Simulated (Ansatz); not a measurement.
Geometry optimisation, RKS PBE-D4/def2-SVP in Ansatz.

Input:

```yaml
crystal:
  periodic: [false, false, false]
  atoms:
    - { symbol: "N", position_ang: [1.5567, -0.6552, -0.5355] }
    - { symbol: C, position_ang: [0.2193, -0.8601, -0.1626] }
    - { symbol: C, position_ang: [-0.5554, 0.0947, 0.2938] }
    - { symbol: C, position_ang: [-1.1939, 1.0487, 0.7784] }
    - { symbol: F, position_ang: [-2.2967, 1.5447, 0.0696] }
    - { symbol: H, position_ang: [1.6765, 0.3755, -0.809] }
    - { symbol: H, position_ang: [1.8827, -1.2617, -1.2408] }
    - { symbol: H, position_ang: [-0.062, -1.8769, -0.1903] }
    - { symbol: H, position_ang: [-1.1387, 1.5439, 1.7793] }
basis:
  gaussian: { orbitals: def2-SVP }
hamiltonian:
  xc: pbe
  dispersion: d4
relax:
  f_tol: 0.015
  max_steps: 40
output:
  orbitals: {}
```

Run as:

```bash
$ ansatz run input.yaml --threads 1 --pin off --max-ram 2048MiB --backend cpu --events-out ev --progress --plain --runs-dir out
```

Task: Where does it end, and by what steps?

Result: The run converged. After 10 steps the energy has fallen by 0.501 eV; H9 moved furthest, 0.22 Å.

| step | energy less start (eV) | largest force component (eV/Å) | accepted |
| --- | --- | --- | --- |
| 0 | 0.0000 | 3.878 | yes |
| 1 | -0.3179 | 1.921 | yes |
| 2 | -0.3675 | 1.524 | yes |
| 3 | -0.4224 | 0.924 | yes |
| 4 | -0.4660 | 0.197 | yes |
| 5 | -0.4993 | 0.104 | yes |
| 6 | -0.5009 | 0.035 | yes |
| 7 | -0.5011 | 0.061 | yes |
| 8 | -0.5010 | 0.057 | no |
| 9 | -0.5014 | 0.026 | yes |
| 10 | -0.5015 | 0.008 | yes |

```xyz
9
Properties=species:S:1:pos:R:3
N 1.570 -0.643 -0.641
C 0.287 -0.803 -0.146
C -0.538 0.148 0.288
C -1.331 1.062 0.801
F -2.313 1.697 0.101
H 1.839 0.302 -0.921
H 1.909 -1.371 -1.271
H -0.030 -1.862 -0.076
H -1.304 1.423 1.847
```

The run took 28 s on 1 thread of Arm Neoverse V1, with other jobs on the host, peak memory 0.12 GiB.
